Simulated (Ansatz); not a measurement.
# PBE/6-311+G(d,p) run of HNO3 (peroxynitrous acid)

What is the vertical ionisation energy of HNO3 (peroxynitrous acid) at PBE/6-311+G**? 

The results are computed with Ansatz 0.2.0.

51 further runs of the same task are left out: 51 set aside as unsound or not needed.

**1. The molecule**

The species is HNO3 (5 atoms), meant as a singlet with charge 0. SMILES: `O=NOO`. Geometry: relaxed at PBE0-D4/def2-TZVP. This is one conformer, not always the lowest.

Bond lengths: O1–N2 1.180 Å, N2–O3 1.353 Å, O3–O4 1.401 Å, O4–H5 0.984 Å. Angles: O1–N2–O3 114.6°, N2–O3–O4 114.1°, O3–O4–H5 101.0°.

**2. The energy at PBE/6-311+G(d,p)**

Contents of job.yaml:

```yaml
crystal:
  periodic: [false, false, false]
  atoms:
    - {symbol: O, position_ang: [0.136350, -0.835310, 0.979060]}
    - {symbol: "N", position_ang: [-0.871770, -0.628300, 0.400790]}
    - {symbol: O, position_ang: [-0.775090, 0.288530, -0.589000]}
    - {symbol: O, position_ang: [0.508600, 0.826880, -0.747550]}
    - {symbol: H, position_ang: [1.001920, 0.348200, -0.043280]}
basis:
  gaussian:
    orbitals: 6-311+G_st__st_.json
hamiltonian:
  xc: pbe
accuracy: high
output:
  orbitals: {seedname: orbitals}
```

The basis set 6-311+G** is read from a file made from the Basis Set Exchange's data (not shown).

Launch:

```
$ ansatz run job.yaml --threads 1 --pin off --max-ram 3480MiB --events-out events.jsonl --progress --plain --runs-dir runs
```

Output:

```text
Warning: RAYON_NUM_THREADS=1 ignored (pool sized by the plan → 1); use --threads N
Functional definition: PBE
  name "PBE"
  parameter kappa = 0.804
  parameter beta = 0.06672455060314922
  exchange = pbe_x(kappa = kappa, mu = beta*pi^2/3)
  correlation = pbe_c(beta = beta)
1794 factors; integrals over basis functions are off by at most 2.9e-9 eV
mean field evaluation 1: about -7633.4388 eV, gradient 5.1e1 eV
mean field evaluation 2: about -7617.0811 eV, gradient 1.1e2 eV
mean field evaluation 4: about -7636.9662 eV, gradient 1.4e1 eV
mean field evaluation 8: about -7637.3328 eV, gradient 1.0e-1 eV
mean field evaluation 16: about -7637.3374 eV, gradient 3.4e-6 eV
mean field -7637.33735721 eV, -280.6669711044 hartree, gradient 3.0e-8 eV, S^2 0.000000; 0 other end points of the search recorded, 0 dependent functions left out
reference -7637.33736079 eV, -280.6669712357 hartree; 16, 16 occupied and 78, 78 virtual orbitals, 1794 factors
Total energy: -7637.33736079 eV, -280.6669712357 hartree
```

Run time: 4.2 s. Hardware: 1 thread of Arm Neoverse V2, shared host; peak memory 0.21 GiB.

**3. The doublet cation, same level**

Contents of in.yaml:

```yaml
crystal:
  periodic: [false, false, false]
  atoms:
    - {symbol: O, position_ang: [0.136350, -0.835310, 0.979060]}
    - {symbol: "N", position_ang: [-0.871770, -0.628300, 0.400790]}
    - {symbol: O, position_ang: [-0.775090, 0.288530, -0.589000]}
    - {symbol: O, position_ang: [0.508600, 0.826880, -0.747550]}
    - {symbol: H, position_ang: [1.001920, 0.348200, -0.043280]}
basis:
  gaussian:
    orbitals: 6-311+G_st__st_.json
total_charge: 1
output: {orbitals: {seedname: orbitals}}
accuracy: high
hamiltonian:
  xc: {name: PBE}
magnetization:
  spin_polarized: true
  initial_magnetization: 1
```

The basis set 6-311+G** is read from a file made from the Basis Set Exchange's data (not shown).

Launch:

```
$ ansatz run in.yaml --threads 1 --pin off --max-ram 3480MiB --events-out events.jsonl --progress --plain --runs-dir runs
```

Output:

```text
Warning: RAYON_NUM_THREADS=1 ignored (pool sized by the plan → 1); use --threads N
[... 6 set-up lines as earlier in the session ...]
1794 factors; integrals over basis functions are off by at most 2.9e-9 eV
mean field evaluation 1: about -7617.5056 eV, gradient 5.0e1 eV
mean field evaluation 2: about -7510.4327 eV, gradient 1.4e2 eV
mean field evaluation 4: about -7619.0179 eV, gradient 4.1e1 eV
mean field evaluation 8: about -7623.3585 eV, gradient 2.1e1 eV
mean field evaluation 16: about -7625.5713 eV, gradient 8.7e-1 eV
mean field evaluation 32: about -7625.6386 eV, gradient 4.3e-1 eV
mean field -7625.64015943 eV, -280.2371070143 hartree, gradient 2.0e-8 eV, S^2 0.759905; 3 other end points of the search recorded, 0 dependent functions left out
reference -7625.64016411 eV, -280.2371071864 hartree; 16, 15 occupied and 78, 79 virtual orbitals, 1794 factors
Total energy: -7625.64016411 eV, -280.2371071864 hartree
```

It took 14 s on 1 thread of Arm Neoverse V2, shared host; peak memory 0.25 GiB.

**4. Outcome**

Level: PBE/6-311+G**.

```
                                          quantity          value
                        singlet HNO3: total energy  -280.66697 Eh
                         singlet HNO3: HOMO energy       -7.62 eV
                         singlet HNO3: LUMO energy       -3.81 eV
                       singlet HNO3: HOMO–LUMO gap        3.81 eV
                      doublet cation: total energy  -280.23711 Eh
doublet cation: HOMO energy (highest over α and β)      -15.95 eV
 doublet cation: LUMO energy (lowest over α and β)      -15.81 eV
                              doublet cation: ⟨S²⟩          0.760
vertical ionisation energy (to the doublet cation)      11.697 eV
```

What this shows: Removing an electron at fixed nuclei costs 11.70 eV (270 kcal/mol). −ε(HOMO) before ionisation, 7.62 eV, is 4.08 eV below this ionisation energy.
